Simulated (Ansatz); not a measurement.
Reaction (SMILES): F[C]Cl (closed-shell singlet) + 3 [H][H] (H2) → C (CH4) + Cl (HCl) + F (HF)
B3LYP-D3(BJ)/def2-TZVP geometries, fixed; electronic energies without zero-point terms.

How fast the energy of full hydrogenation converges with the basis for several methods (Ansatz, a first-principles code): deviation from each method's own reference, in kcal/mol. References: B2PLYP -125.98 kcal/mol, the value in pcseg-4; CCSD(T) -126.23 kcal/mol, Hartree-Fock in aug-cc-pV(Q+d)Z plus the correlation part extrapolated as X^-3 from aug-cc-pV(T+d)Z and aug-cc-pV(Q+d)Z; HF -128.27 kcal/mol, the value in pcseg-4; MP2 -131.91 kcal/mol, Hartree-Fock in aug-cc-pV(Q+d)Z plus the correlation part extrapolated as X^-3 from aug-cc-pV(T+d)Z and aug-cc-pV(Q+d)Z; PBE -121.46 kcal/mol, the value in pcseg-4; PBE0 -129.88 kcal/mol, the value in pcseg-4. Cartesian d functions, on some or all atoms, in 6-31G**; all else is spherical. In correlated methods cores are frozen. A restricted Hartree-Fock determinant is unstable towards unrestricted orbitals. No added dispersion term, no relativity. A restricted B2PLYP determinant is unstable towards unrestricted orbitals. 

```json
[
 {"basis": "3-21G", "functions": "31", "B2PLYP": "13.10", "CCSD(T)": "___", "HF": "-1.77", "MP2": "16.66", "PBE": "15.47", "PBE0": "9.29"},
 {"basis": "def2-SV(P)", "functions": "46", "B2PLYP": "20.20", "CCSD(T)": "___", "HF": "10.56", "MP2": "23.12", "PBE": "21.63", "PBE0": "17.93"},
 {"basis": "def2-SVP", "functions": "46", "B2PLYP": "2.72", "CCSD(T)": "___", "HF": "-5.16", "MP2": "0.22", "PBE": "5.92", "PBE0": "2.17"},
 {"basis": "6-31G**", "functions": "49", "B2PLYP": "7.90", "CCSD(T)": "___", "HF": "0.53", "MP2": "7.56", "PBE": "9.68", "PBE0": "6.38"},
 {"basis": "aug-cc-pV(D+d)Z", "functions": "78", "B2PLYP": "-3.86", "CCSD(T)": "___", "HF": "-5.19", "MP2": "-2.83", "PBE": "-3.76", "PBE0": "-3.75"},
 {"basis": "aug-cc-pV(T+d)Z", "functions": "147", "B2PLYP": "-0.08", "CCSD(T)": "___", "HF": "-0.12", "MP2": "-0.01", "PBE": "-0.21", "PBE0": "-0.16"},
 {"basis": "def2-QZVPP", "functions": "184", "B2PLYP": "0.15", "CCSD(T)": "___", "HF": "0.06", "MP2": "-0.24", "PBE": "0.30", "PBE0": "0.17"},
 {"basis": "aug-pcseg-3", "functions": "281", "B2PLYP": "-0.09", "CCSD(T)": "___", "HF": "-0.17", "MP2": "-0.42", "PBE": "-0.04", "PBE0": "-0.07"}
]
```

**Question.** Complete the blanks.

**Answer.** 
- 3-21G, CCSD(T): 17.50
- def2-SV(P), CCSD(T): 24.80
- def2-SVP, CCSD(T): 0.69
- 6-31G**, CCSD(T): 8.11
- aug-cc-pV(D+d)Z, CCSD(T): -1.78
- aug-cc-pV(T+d)Z, CCSD(T): 0.13
- def2-QZVPP, CCSD(T): -0.13
- aug-pcseg-3, CCSD(T): -0.22
